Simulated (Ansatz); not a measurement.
Zirconium, hcp: convergence with Gaussian smearing

Computed with Ansatz, r²SCAN, scalar-relativistic PAW, on the relaxed cell (a = 3.245 Å, c = 5.157 Å (c/a = 1.590); spin not included). Errors count from a run at 500 eV on a Γ-centred 18×18×10 mesh with Fermi-Dirac smearing of 0.1 eV, extrapolated to zero width. Fixed here: cutoff 500 eV, mesh 11×11×6. The SCF starts from atomic densities corrected by a trained network.

| width (eV) | E(σ→0) error (meV/atom) | F error (meV/atom) | P (GPa) | SCF iterations |
| --- | --- | --- | --- | --- |
| 0.01 | -0.5 | -0.5 | -0.22 | 6 |
| 0.03 | -0.4 | -0.5 | -0.20 | 6 |
| 0.1 | -0.1 | -1.9 | -0.13 | 6 |
| 0.2 | 0.6 | -8.3 | -0.03 | 6 |
| 0.3 | 0.9 | -19.6 | 0.05 | 6 |
| 0.6 | 11.2 | -87.7 | 0.52 | 6 |
| 1.0 | 33.0 | -278.4 | 1.96 | 6 |
